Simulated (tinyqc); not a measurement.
Pariser-Parr-Pople SCF with singles CI, for the molecule Fc1[cH+]c1Cl (SMILES; centres numbered as the heavy atoms are written), step by step. Computed by tinyqc, a small Python program that keeps every step. Settings: charge = 1, gamma = Ohno, start = huckel, damping = 0.3, iteration cap = 67, excitations kept = 6. Command: `OMP_NUM_THREADS=1 python tinyqc.py 23896 23897 out.jsonl` (the two numbers bound the seeds that draw the settings). One thread of a shared host (Intel(R) Xeon(R) Processor @ 2.60GHz), about 0.01 s of CPU time with the checks. Later iterations appear only in the table of the cycle.

## PPP integrals

Centres (angstrom, eV; a flat drawing with bonds scaled to 1.40 angstrom):
```
centre          x          y  core charge z          W   gamma_rr
1F       1.912000  -0.662000              2  39.000000  21.400000
2C       0.700000   0.038000              1  11.160000  11.130000
3C       0.000000   1.250000              1  11.160000  11.130000
4C      -0.700000   0.038000              1  11.160000  11.130000
5Cl     -1.912000  -0.662000              2  26.000000  13.000000
```

Resonance integrals (eV):
```
i  j       beta
1  2  -2.100000
2  3  -2.390000
3  4  -2.390000
4  5  -1.590000
4  2  -2.390000
```

Ohno: gamma = 14.399645/sqrt(R^2 + a^2), a = 2 x 14.399645/(gamma_rr + gamma_ss); H_rr = -W_r - sum_(s != r) z_s gamma_rs; H_rs = beta for bonds.

repulsion gamma_rs (eV), lower triangle:
```
            1F         2C         3C         4C        5Cl
1F   21.400000
2C    8.694819  11.130000
3C    5.060997   7.554960  11.130000
4C    5.060667   7.553862   7.554960  11.130000
5Cl   3.678474   4.871589   4.871883   7.828438  13.000000
```

core matrix H (eV), lower triangle:
```
             1F          2C          3C          4C         5Cl
1F   -65.173432
2C    -2.100000  -53.401638
3C     0.000000   -2.390000  -46.135681
4C     0.000000   -2.390000   -2.390000  -52.047033
5Cl    0.000000    0.000000    0.000000   -1.590000  -50.928858
```

## Starting guess

pi electrons, sum of z_r less the charge = 6

Orbitals of the Hueckel matrix of the beta values.

P at the start, lower triangle:
```
            1F         2C         3C        4C       5Cl
1F    1.563041
2C    0.696707   0.883813
3C   -0.380392   0.546613   0.995241
4C   -0.216420   0.418885   0.641692  0.869881
5Cl   0.077777  -0.163861  -0.380427  0.590761  1.688024
```

## Iteration 1: Fock matrix

F_rr = H_rr + P_rr gamma_rr / 2 + sum_(s != r) P_ss gamma_rs; F_rs = H_rs - P_rs gamma_rs / 2; E = tr P (H + F) / 2 + core repulsion sum_(r<s) z_r z_s gamma_rs.

F (eV), lower triangle:
```
             1F          2C          3C          4C         5Cl
1F   -25.115857
2C    -5.128870  -12.579535
3C     0.962580   -4.454818  -11.213675
4C     0.547614   -3.972099   -4.813980  -11.886316
5Cl   -0.143049    0.399131    0.926699   -3.902366  -18.243015
```

pi energy = -124.517292 eV

## Iteration 1: orbitals and new P

Diagonalise F (the basis is taken as orthonormal) and form P = 2 sum c c over the lowest orbitals; 0.3 of the old P is kept.

orbital energies (eV): -27.073834  -21.229215  -18.205154  -6.754625  -5.775571

P after iteration 1, lower triangle:
```
            1F         2C         3C        4C       5Cl
1F    1.778829
2C    0.489053   0.793394
3C   -0.271302   0.626251   0.842997
4C   -0.180569   0.514352   0.634215  0.800185
5Cl   0.062049  -0.180731  -0.293832  0.500638  1.784596
```

## Iteration 2: Fock matrix

As before.

F (eV), lower triangle:
```
             1F          2C          3C          4C         5Cl
1F   -24.361086
2C    -4.226112  -12.412698
3C     0.686531   -4.755649  -11.707992
4C     0.456899   -4.332672   -4.785734  -12.259351
5Cl   -0.114123    0.440223    0.715758   -3.549608  -18.549343
```

pi energy = -126.408272 eV

## Iteration 2: orbitals and new P

As before.

orbital energies (eV): -25.936353  -21.580293  -18.604114  -6.740098  -6.429610

P after iteration 2, lower triangle:
```
            1F         2C         3C        4C       5Cl
1F    1.867566
2C    0.388766   0.750880
3C   -0.214042   0.655561   0.782006
4C   -0.158355   0.555605   0.635504  0.767579
5Cl   0.051931  -0.183138  -0.250111  0.450388  1.831970
```

## Iteration 3: Fock matrix

As before.

F (eV), lower triangle:
```
             1F          2C          3C          4C         5Cl
1F   -24.080669
2C    -3.790126  -12.354034
3C     0.541632   -4.866367  -11.935035
4C     0.400691   -4.488483   -4.790603  -12.402801
5Cl   -0.095514    0.446085    0.609256   -3.352918  -18.674501
```

pi energy = -127.149939 eV

## Iteration 3: orbitals and new P

As before.

orbital energies (eV): -25.495319  -21.726549  -18.747496  -6.770591  -6.707085

P after iteration 3, lower triangle:
```
            1F         2C         3C        4C       5Cl
1F    1.905815
2C    0.337449   0.729593
3C   -0.183027   0.666481   0.756691
4C   -0.144892   0.574383   0.638477  0.751363
5Cl   0.045741  -0.181462  -0.226556  0.421016  1.856538
```

## Convergence

Stop when output and input P, before any damping, agree to 1e-7.

Course of the cycle:
```
iteration         E (eV)  largest |P(out) - P(in)|
1          -124.51729175                  3.08e-01
2          -126.40827246                  1.43e-01
3          -127.14993898                  7.33e-02
4          -127.42316009                  3.88e-02
5          -127.52077549                  2.10e-02
6          -127.55505467                  1.15e-02
7          -127.56697085                  6.29e-03
8          -127.57108970                  3.59e-03
9          -127.57250983                  2.23e-03
10         -127.57299948                  1.39e-03
11         -127.57316866                  8.70e-04
...                  ...                       ...
21         -127.57325901                  8.35e-06
22         -127.57325901                  5.26e-06
23         -127.57325901                  3.32e-06
24         -127.57325901                  2.10e-06
25         -127.57325901                  1.32e-06
26         -127.57325901                  8.36e-07
27         -127.57325901                  5.28e-07
28         -127.57325901                  3.34e-07
29         -127.57325901                  2.11e-07
30         -127.57325901                  1.33e-07
31         -127.57325901                  8.42e-08
```

Converged in 31 iterations.

## Converged orbitals

Charges are z - P_rr.

orbital energies (eV): -25.158559  -21.849518  -18.840928  -6.976916  -6.871661

coefficients:
```
          MO1        MO2        MO3        MO4        MO5
1F   0.883917  -0.405759   0.155743   0.043033  -0.167161
2C   0.371196   0.349607  -0.304022  -0.197000   0.780225
3C   0.188633   0.454074  -0.354616   0.758229  -0.239940
4C   0.201844   0.563795  -0.082097  -0.594175  -0.530670
5Cl  0.067687   0.434842   0.866500   0.177156   0.155322
```

pi charges: 1F 0.059590, 2C 0.295119, 3C 0.264965, 4C 0.269309, 5Cl 0.111018

## Singles CI, singlets

Over the 6 single excitations with the smallest orbital gaps: A = (e_a - e_i) delta + 2 (ia|jb) - (ij|ab), with (pq|rs) = sum c_mp c_mq gamma_mn c_nr c_ns. f = 2/3 w |mu|^2 in atomic units, mu = sqrt2 sum c_ia sum_m c_mi c_ma R_m.

singlet CI matrix (eV), lower triangle:
```
           3>4        3>5        2>4        2>5        1>4        1>5
3>4   6.316874
3>5  -0.479925   6.490579
2>4  -0.101249  -0.363328   8.683428
2>5  -0.329262   0.065500  -0.192182   8.725358
1>4   0.190232  -0.029795  -0.538466  -0.182838  12.642306
1>5  -0.101407   0.030043  -0.224268  -0.059507   0.443098  11.170900
```

singlet excitation energies (eV): 5.860975  6.829089  8.485480  8.941100  11.055252  12.857549

oscillator strengths: 0.338685  0.239980  0.231031  0.318689  0.003620  0.022587

## Singles CI, triplets

Over the 6 single excitations with the smallest orbital gaps: A = (e_a - e_i) delta - (ij|ab), with (pq|rs) = sum c_mp c_mq gamma_mn c_nr c_ns.

triplet CI matrix (eV), lower triangle:
```
           3>4        3>5        2>4        2>5        1>4        1>5
3>4   5.146368
3>5  -0.717570   5.464784
2>4   0.754087  -0.611441   7.154590
2>5  -0.611441   0.927849  -0.246212   7.142396
1>4   0.565925  -0.069428  -1.127657  -0.279133  12.352453
1>5  -0.069428   0.341810  -0.279133  -0.291207   0.617913  10.293066
```

triplet excitation energies (eV): 4.504295  5.040521  6.735239  8.306595  10.166643  12.800365
